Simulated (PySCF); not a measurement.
# C4H9F (CH3CH2CHFCH3): the cost of one run

The runs use PySCF 2.14.0, with density-fitted response routines of our own; the level of theory stands in each step. All values are computed, except where a source is named. Atoms count from 0, in the outputs and in this text.

### 1 The molecule as given

14 atoms, charge 0, multiplicity 1; geometry from: GFN2-xTB. The atoms were then displaced at random by about 0.01 Å, so the start is not that level's minimum.

Bonds of the start (Å): C0–C1 1.55, C1–C2 1.54, C2–C3 1.48, C2–F4 1.39, C0–H5 1.10, C0–H6 1.06, C0–H7 1.09, C1–H8 1.10, C1–H9 1.10, C2–H10 1.08, C3–H11 1.08, C3–H12 1.14, C3–H13 1.10.

### 2 Optimising the geometry at PBE0-D3(BJ)/def2-TZVP

Job settings and geometry (Å):

```
{"job": {"xc": "PBE0", "basis": "def2-TZVP", "d3": "d3bj", "grid": 2, "shake": 0.01, "kind": "geom"}, "charge": 0, "multiplicity": 1}
C      1.930180    -0.275960    -0.253060
C      0.621080     0.318540     0.330670
C     -0.638530    -0.292800    -0.310700
C     -1.876480     0.327400     0.211610
F     -0.642230    -1.655140    -0.029250
H      1.979660    -0.012000    -1.319680
H      1.932160    -1.333220    -0.140180
H      2.793190     0.169570     0.243980
H      0.589850     1.408290     0.199370
H      0.595350     0.124780     1.416690
H     -0.575540    -0.227850    -1.388580
H     -1.952770     1.374730    -0.056830
H     -2.794060    -0.185010    -0.217460
H     -1.969000     0.243590     1.305670
```

Command:

```console
$ OMP_NUM_THREADS=1 python probes_run.py task.json out
```

This one command runs all jobs of the session in turn.

**Question.** How long does this first job take on 1 thread of AMD EPYC 9R45, shared host, and how much memory does it need?

About 74 s, with a peak of 1.1 GiB.
